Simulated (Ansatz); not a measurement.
C₄H₆S (`C1=CSCC1`), relaxed with RKS PBE0-D4/def2-TZVP in Ansatz 0.2.0 from a PBE-D4/def2-SVP geometry. The force threshold is 0.005 eV/Å; the program also tests the step.

Total charge 0; spin multiplicity 1.

Start:

```xyz
11

C     0.213    0.131   -1.147
C    -0.970   -0.521   -1.112
S    -1.646   -0.773    0.503
C    -0.035   -0.250    1.258
C     0.699    0.600    0.205
H     0.733    0.380   -2.084
H    -1.544   -0.876   -1.980
H    -0.239    0.291    2.201
H     0.534   -1.174    1.496
H     0.456    1.683    0.331
H     1.799    0.510    0.327
```

```csv
step,energy (eV),largest force (eV/Å),largest move (Å)
1,-15073.8359,0.645,0.000
2,-15073.8937,0.268,0.032
3,-15073.8997,0.099,0.022
4,-15073.9007,0.036,0.017
5,-15073.9008,0.019,0.004
6,-15073.9009,0.005,0.001
```

End:

```xyz
11

C     0.206    0.129   -1.135
C    -0.956   -0.515   -1.100
S    -1.625   -0.746    0.500
C    -0.037   -0.250    1.246
C     0.690    0.599    0.205
H     0.723    0.369   -2.056
H    -1.515   -0.873   -1.954
H    -0.229    0.280    2.178
H     0.524   -1.161    1.466
H     0.446    1.663    0.329
H     1.773    0.506    0.322
```

Hardware: 4 threads of a server CPU on a shared host. Wall time 22 s, peak host memory 0.49 GiB.
